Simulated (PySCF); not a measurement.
**State search for LiAl**

Unrestricted PBE0; Li 6-311G(d,p), Al 6-311G(d,p); no relativity (PySCF 2.14). Outer shells of the fragments: Li 2s1; Al 3s2 3p1.

Followed along the bond (rough minima from three points):

| 2Ms+1 | unpaired | ⟨S²⟩ at the start | R at minimum (Å) | Te (eV) |
| --- | --- | --- | --- | --- |
| 1 | none | 0.00 | 2.90 | 0.00 |
| 3 | σ ↑, π ↑ | 2.00 | 2.64 | 0.03 |
| 1 | σ ↑, π ↓ | 1.01 | 2.68 | 0.27 |
| 3 | π ↑↑ | 2.00 | 2.37 | 0.76 |
| 1 | π ↑↓ | 1.01 | 2.37 | 0.95 |

Solutions found at the starting distance of 2.480 Å, counted from the lowest of them; the search is not exhaustive and high or unbound solutions are not listed, so other states can lie among these:

| 2Ms+1 | unpaired | term | E (eV) | ⟨S²⟩ | ⟨Lz²⟩ | μ (D) |
| --- | --- | --- | --- | --- | --- | --- |
| 3 | σ ↑, π ↑ | ³Π | 0.00 | 2.00 | 1.00 | -4.35 |
| 1 | none | ¹Σ⁺ | 0.18 | 0.00 | 0.00 | -3.28 |
| 1 | σ ↑, π ↓ | mixed | 0.26 | 1.01 | 1.00 | -4.49 |
| 3 | π ↑↑ | ³Σ⁻ | 0.72 | 2.00 | 0.00 | -4.42 |
| 1 | π ↑↓ | mixed | 0.91 | 1.01 | 2.01 | -4.17 |
| 3 | σ ↑↑ | ³Σ⁺ | 1.22 | 2.01 | 0.00 | 5.66 |
| 1 | none | mixed | 1.48 | 0.00 | 2.00 | -3.50 |
| 3 | π ↑↑ | mixed | 3.00 | 2.01 | 2.01 | 2.71 |

A term symbol is given only where ⟨S²⟩ and ⟨Lz²⟩ are close to those of a pure state; real π, δ and φ orbitals otherwise mix terms. A positive dipole means Li(−)Al(+).

Compare the gap between the two lowest followed solutions at the starting distance with the gap between their minima.

At PBE0 the second solution (triplet, unpaired electrons σ ↑, π ↑) lies -0.18 eV from the first (singlet, closed shell) at 2.480 Å and +0.03 eV at the minima; the two curves relax by different amounts, since their minima lie near 2.64 and 2.90 Å. A gap this small is a tie at this level.

Counting both spins, an empty level lies below a filled one in some of these solutions, because spin and occupation are held.
